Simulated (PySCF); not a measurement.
Protonation sites of 2,2,2-trifluoroethanol

System: `OCC(F)(F)F` (C2H3F3O). Numbering: `[OH:1][CH2:2][C:3]([F:4])([F:5])[F:6]`

Computed at ωB97X-D3(BJ)/def2-TZVP // PBE0-D3(BJ)/def2-SVP with PySCF (density fitting, grid level 2). ωB97X-D3(BJ) is ωB97X-V with D3(BJ) in place of VV10. Thermal corrections: PBE0-D3(BJ)/def2-SVP frequencies, unscaled, ideal gas at 298.15 K and 1 bar, quasi-RRHO entropy.

| site | product | PA / kJ/mol | GB / kJ/mol |
| --- | --- | --- | --- |
| O1 (hydroxyl oxygen) | `[OH2+]CC(F)(F)F` | 709 | 678 |

PA is −ΔH and GB is −ΔG of B + H⁺ → BH⁺ in the gas phase. Sites whose products fell apart, merged with another or lost in a GFN2-xTB screen aren't listed.

In diethyl ether the product from O1 is solvated 229 kJ/mol more strongly than the parent (electrostatics only).

In acetone the product from O1 is solvated 288 kJ/mol more strongly than the parent (electrostatics only).

Measured values (NIST Chemistry WebBook, evaluated or the median of agreeing entries): proton affinity (−ΔH) 700 kJ/mol (computed 709, difference 9); gas-phase basicity (−ΔG) 670 kJ/mol (computed 678, difference 8).

Structures, frequencies and single points took 6.2 min of wall time on 1 thread of Arm Neoverse V2 (shared host), launched as `OMP_NUM_THREADS=1 python redox_run.py task.json out`.
